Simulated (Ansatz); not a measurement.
System: GaGeTe (R-3m, No. 166; cell taken from a computed entry). Method: r²SCAN (PAW; Ansatz, a first-principles code).

Run with plane-wave cutoff 560 eV, 10×10×10 k mesh, Fermi–Dirac smearing 0.01 eV, scalar-relativistic PAW data made under PBE.

Cell (relaxed with PBEsol):

```yaml
crystal:
  lattice:
    - [2.02502, 1.16914, 11.64238]
    - [-2.02502, 1.16914, 11.64238]
    - [0.00000, -2.33829, 11.64238]
  atoms:
    - { symbol: Ga, position: [0.25225, 0.25225, 0.25225] }
    - { symbol: Ga, position: [0.74775, 0.74775, 0.74775] }
    - { symbol: Ge, position: [0.32189, 0.32189, 0.32189] }
    - { symbol: Ge, position: [0.67811, 0.67811, 0.67811] }
    - { symbol: Te, position: [0.11737, 0.11737, 0.11737] }
    - { symbol: Te, position: [0.88263, 0.88263, 0.88263] }
```

**Question.** Predict the band gap, smallest direct gap on the k points sampled and direct gap at Γ.

**Answer.** 
band gap: 0.50 eV
smallest direct gap on the k points sampled: 0.52 eV
direct gap at Γ: 1.48 eV

Note: cell and atoms aren't relaxed at this level (largest force component 0.10 eV/Å, pressure 0.6 GPa); this cell isn't known to be the ambient phase, and symmetry holds it in the calculation; the cell has widely spaced layers and the level no dispersion term, so their spacing and the moduli can rest on weak binding.

Spin–orbit coupling is not included; with these elements it can move the gap by several tenths of an eV or more.

Static lattice: no zero-point or thermal effects.
